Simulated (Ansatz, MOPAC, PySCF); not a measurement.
System: methanol, CH4O, charge 0, multiplicity 1. SMILES: CO
Geometry: optimised at B3LYP-D3(BJ)/def2-TZVP (Ansatz, a program for electronic structure).

Quantity: size of the dipole moment, in D. Set-up: 6-311+G** with 5d; spin-orbit terms left out; LANL2DZ all-electron up to Ne; dispersion terms only where a functional's name holds one; 6-31G* and kin with 6d, 5d where marked; non-relativistic. Ab initio and DFT rows: single points at B3LYP-D3(BJ) geometries (Ansatz). Semi-empirical rows: dipoles at the shared geometry.

Measured values: NIST CCCBDB, as tabulated in the package chemicals; dipoles are vibrational averages. 

Value to compare with, the measured value: 1.70 D.

```json
[
 {"level": "AM1", "program": "MOPAC", "size of the dipole moment (D)": "1.64", "error": "-0.06"},
 {"level": "PM3", "program": "MOPAC", "size of the dipole moment (D)": "1.52", "error": "-0.18"},
 {"level": "PBE/STO-3G", "program": "Ansatz", "size of the dipole moment (D)": "1.32", "error": "-0.38"},
 {"level": "PBE/LANL2DZ", "program": "Ansatz", "size of the dipole moment (D)": "2.11", "error": "0.41"},
 {"level": "PBE/def2-SVP", "program": "Ansatz", "size of the dipole moment (D)": "1.58", "error": "-0.12"},
 {"level": "PBE/6-311+G**", "program": "Ansatz", "size of the dipole moment (D)": "1.82", "error": "0.12"},
 {"level": "B3LYP/STO-3G", "program": "Ansatz", "size of the dipole moment (D)": "1.37", "error": "-0.33"},
 {"level": "B3LYP/LANL2DZ", "program": "Ansatz", "size of the dipole moment (D)": "2.19", "error": "0.49"},
 {"level": "B3LYP/6-31G*", "program": "Ansatz", "size of the dipole moment (D)": "1.69", "error": "-0.01"},
 {"level": "B3LYP/cc-pVDZ", "program": "Ansatz", "size of the dipole moment (D)": "1.55", "error": "-0.15"},
 {"level": "PBE0/6-311+G**", "program": "Ansatz", "size of the dipole moment (D)": "1.88", "error": "0.18"},
 {"level": "M06-2X/6-311+G**", "program": "PySCF", "size of the dipole moment (D)": "1.92", "error": "0.22"},
 {"level": "B3PW91/6-31G* (5d)", "program": "PySCF", "size of the dipole moment (D)": "1.71", "error": "0.01"}
]
```

Among the 13 habitual levels, B3LYP/LANL2DZ lies farthest from the measured value (0.49 D); 6 of 13 lie above it, and their mean absolute error is 0.20 D, the median 0.18. One case shows no general order.

The levels are drawn from those run, B3LYP/6-31G* more often than the rest, none by its result; runs whose electronic state is in doubt are left out.
